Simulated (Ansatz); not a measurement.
Basis-set extrapolation for `C=C/C=C/F` (PBE0-D4/def2-TZVP geometry, frozen core, Ansatz). Multiplicity 1, RHF reference.

```csv
,def2-TZVPP,def2-QZVPP
HF,-253.876364,-253.887668
MP2 correlation,-0.886143,-0.951202
CCSD(T) correlation,-0.956827,not run
```

Energies in hartree. Use E(X) = E(∞) + A·exp(−7.88·√X) for Hartree–Fock and E(X) = E(∞) + B·X^(−2.97) for correlation, with X = 3 and 4, and add CCSD(T) minus MP2 of the smaller set to the MP2 limit.

Task: What is the CCSD(T) energy at the basis-set limit?

Result: HF limit: -253.887668 + (-0.011304) × 0.13774 = -253.88923. MP2 limit: -0.951202 + (-0.065059) × 0.74074 = -0.99939. Higher-order term: -0.956827 − (-0.886143) = -0.07068. Total: -254.95930 hartree, 331.1 kJ/mol below CCSD(T)/def2-TZVPP.
